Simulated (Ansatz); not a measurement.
System: C2H3N, net charge 1, doublet state. 
Geometry from a B3LYP-D3(BJ)/def2-TZVP (Ansatz, a first-principles code) optimisation:
```
C
H 1 1.0912
C 1 1.3965 2 113.61
N 3 1.2023 2 152.31 1 180.00
H 1 1.1170 2 112.68 3 -123.79
H 1 1.1170 2 112.68 5 -112.42
```
Charge +1, spin multiplicity 2.

Parts of the frozen-core correlation energy in aug-cc-pVDZ (Ansatz, hartree). Frozen orbitals: 3; correlated occupied orbitals by spin: 8 and 7; virtual: 85 and 86. Open shells are spin-unrestricted. No spin-orbit coupling. No relativistic terms.

```
term                            value
-------------------------  ----------
reference (HF)             -131.54493
MP2 opposite-spin          (withheld)
MP2 same-spin              (withheld)
CCSD correlation           (withheld)
(T)                          -0.01637
T1 diagnostic                   0.029
largest doubles amplitude       0.062
<S^2> of the reference          0.779
```

Task: Some entries are withheld; supply them.

Result: 
- MP2 opposite-spin, value: -0.28652
- MP2 same-spin, value: -0.09173
- CCSD correlation, value: -0.41599
